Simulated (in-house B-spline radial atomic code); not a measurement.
The numbers below are computed, except where a source is named.
N ion on Si atom: potential, deflection and energy transfer

The pair potential comes from two frozen, spherical free-atom densities (PBE, B-spline radial code, scalar-relativistic past argon): electrostatics plus the change in Thomas-Fermi kinetic and Dirac exchange energy where they overlap, the recipe behind the universal ZBL potential, which averages such potentials (from solid-state densities) over many pairs. It is written V = (Z1 Z2 e²/r) φ(r/a), with e² = 14.3996 eV·Å and a = 0.46850 Å/(Z1^0.23 + Z2^0.23); ZBL's fit is φ = 0.18175 e^(−3.1998x) + 0.50986 e^(−0.94229x) + 0.28022 e^(−0.4029x) + 0.02817 e^(−0.20162x). Where φ falls below 4e-4 it is continued as an exponential.

Masses 14.01 and 28.09 u.

```csv
x = r/a,"φ, this pair","φ, ZBL"
0.1,0.9046,0.8928
0.5,0.6424,0.6096
1.5,0.3296,0.2995
3,0.1478,0.1292
5,0.06411,0.05224
8,0.01899,0.01705
12,0.004537,0.00474
17,0.0009642,0.001212
```

(1) At x = 3 the electrostatic, kinetic and exchange parts are 199.39, 343.88 and -38.82 eV. Find r, V and φ.

(2) The ion comes in at 15.35 keV with impact parameter 0.0689 Å. The scattering integral gives a centre-of-mass angle of 65.51° and a closest approach of 0.8167 a. What are the reduced energy, the energy passed on and the laboratory angles?

Answers

(1) a = 0.46850/(1.5645 + 1.8349) = 0.13782 Å, so r = 0.41346 Å. V = 199.39 + 343.88 + (-38.82) = 504.45 eV. The bare repulsion is 7 × 14 × 14.3996/0.41346 = 3413.1 eV, so φ = 0.1478, +14.4 % against ZBL's 0.1292. The kinetic (Pauli) term is 68 % of V here.

(2) ε = E a M2/(Z1 Z2 e² (M1 + M2)) = 15350 × 6.5163e-05 = 1. The most that one collision can pass on is γE with γ = 4 M1 M2/(M1 + M2)² = 0.8881. Here T = γE sin²(θ/2) = 0.8881 × 15350 × 0.2927 = 3989 eV. The ion turns by arctan(sin θ/(cos θ + M1/M2)) = 44.9°, and the struck atom leaves at (180° − θ)/2 = 57.2°. The closest approach is 0.113 Å. With ZBL the angle would be 63.04° and T = 3725 eV.
